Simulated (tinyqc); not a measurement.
Worked calculation: coupled-perturbed Hartree-Fock on RHF in the sto-6g basis, for OH-, spin multiplicity 1. The basis has no diffuse functions, so it cannot describe the extra electron: this is an exercise in the method, not the real anion. One step of it, computed by the program tinyqc.

Problem. Response to a field: uncoupled start. Field along z; U_ai = -mu_ai / (e_a - e_i), alpha = -4 sum U_ai mu_ai.

orbital energies (hartree): MO1 -19.677684, MO2 -0.590460, MO3 0.067069, MO4 0.226775, MO5 0.226775, MO6 1.139864

dipole integrals <a|z|i> (bohr):
```
          i1         i2         i3        i4        i5
a6  0.055350  -0.045062  -1.083710  0.000000  0.000000
```

Give: uncoupled U; uncoupled polarisability.

Solution.

uncoupled U:
```
        i1     i2     i3     i4     i5
a6  -0.003  0.026  1.010  0.000  0.000
```

uncoupled polarisability = 4.384 bohr^3
